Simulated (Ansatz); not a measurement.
Relaxation of CH5AlO (8 atoms, charge 0, multiplicity 1), to a largest force component of 0.03 eV/Å in at most 50 steps.

Level of theory: RKS PBE/cc-pVDZ (Ansatz 0.2.0).

```xyz
8
Properties=species:S:1:pos:R:3
Al -0.007 -1.004 -0.914
O 1.069 0.467 1.430
H 0.891 -0.249 2.078
H 1.795 0.051 0.893
C -1.765 -0.039 -1.069
H -2.638 -0.705 -0.873
H -1.835 0.812 -0.354
H -1.918 0.385 -2.089
```

**Question.** Where does it end, and by what steps?

**Answer.** The forces met the threshold. After 20 steps the energy has fallen by 0.261 eV; H3 moved furthest, 1.04 Å. Joined: Al1–O2 (2.97 → 2.19 Å).

```
step  energy less start (eV)  largest force component (eV/Å)  accepted
   0                  0.0000                           0.480       yes
   1                 -0.0471                           1.124       yes
   2                 -0.1300                           0.963       yes
   3                 -0.1611                           0.325       yes
   4                 -0.1790                           0.308       yes
   5                 -0.1952                           0.111       yes
   6                 -0.1840                           1.261        no
   7                 -0.2086                           0.093       yes
   8                 -0.2189                           0.409       yes
   9                 -0.2410                           0.095       yes
  10                 -0.2520                           0.100       yes
  11                 -0.2533                           0.069       yes
  12                 -0.2476                           0.360        no
  13                 -0.2552                           0.045       yes
  14                 -0.2566                           0.033       yes
  15                 -0.2575                           0.059       yes
  16                 -0.2590                           0.075       yes
  17                 -0.2597                           0.052       yes
  18                 -0.2602                           0.066       yes
  19                 -0.2604                           0.054       yes
  20                 -0.2607                           0.024       yes
```

```xyz
8
Properties=species:S:1:pos:R:3
Al 0.441 -0.436 -1.242
O 0.801 0.062 0.858
H 0.061 -0.008 1.502
H 1.561 -0.402 1.264
C -1.514 0.054 -0.884
H -1.978 -0.650 -0.147
H -1.624 1.082 -0.458
H -2.157 0.016 -1.792
```

Time of the run: 32 s on 1 thread of Arm Neoverse V2, with other jobs on the host, peak memory 0.14 GiB.
